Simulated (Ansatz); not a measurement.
Basis-set extrapolation for `CC1O/C1=C/F` (PBE0-D4/def2-TZVP geometry, frozen core, the Gaussian-basis code of Ansatz). Multiplicity 1, RHF reference.

```csv
,def2-TZVPP,def2-QZVPP
HF,-328.723103,-328.737658
MP2 correlation,-1.126176,-1.210213
CCSD(T) correlation,-1.201431,not run
```

Energies in hartree. Use E(X) = E(∞) + A·exp(−7.88·√X) for Hartree–Fock and E(X) = E(∞) + B·X^(−2.97) for correlation, with X = 3 and 4, and add CCSD(T) minus MP2 of the smaller set to the MP2 limit.

What is the CCSD(T) energy at the basis-set limit?

HF limit: -328.737658 + (-0.014555) × 0.13774 = -328.73966. MP2 limit: -1.210213 + (-0.084037) × 0.74074 = -1.27246. Higher-order term: -1.201431 − (-1.126176) = -0.07525. Total: -330.08737 hartree, 427.5 kJ/mol below CCSD(T)/def2-TZVPP.
